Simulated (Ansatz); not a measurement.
Si(SH)H3 (SiH4S), relaxed as a singlet with RKS PBE-D4/def2-TZVP in Ansatz, starting from the GFN2-xTB geometry. Force threshold 0.02 eV/Å.

Start:

| atom | x (Å) | y (Å) | z (Å) |
| --- | --- | --- | --- |
| Si1 | -0.3792 | -0.4054 | 0.1706 |
| S2 | 1.0214 | 1.2131 | 0.3385 |
| H3 | 1.2946 | 1.3260 | -0.9535 |
| H4 | -0.7453 | -0.6707 | 1.5500 |
| H5 | 0.3072 | -1.5216 | -0.4666 |
| H6 | -1.4988 | 0.0587 | -0.6390 |

| step | energy (eV) | largest force component (eV/Å) | SCF passes |
| --- | --- | --- | --- |
| 1 | -18770.2910 | 0.982 | 23 |
| 2 | -18770.3541 | 0.343 | 26 |
| 3 | -18770.3721 | 0.167 | 25 |
| 4 | -18770.3755 | 0.019 | 26 |

Force components are those of the run's own axes.

End:

Cartesian coordinates in Å:
```
Si -0.344 -0.369 0.159
S 1.062 1.245 0.367
H 1.295 1.347 -0.963
H -0.760 -0.681 1.557
H 0.283 -1.572 -0.469
H -1.536 0.030 -0.651
```

By distances, no bond broke or formed. The bond that changes most is Si1–H4, from 1.45 to 1.49 Å (atoms count from 1).

No frequencies were taken in this run, so the end may be a saddle point.

It took 9.1 s on 2 threads of Intel Xeon on a shared host.
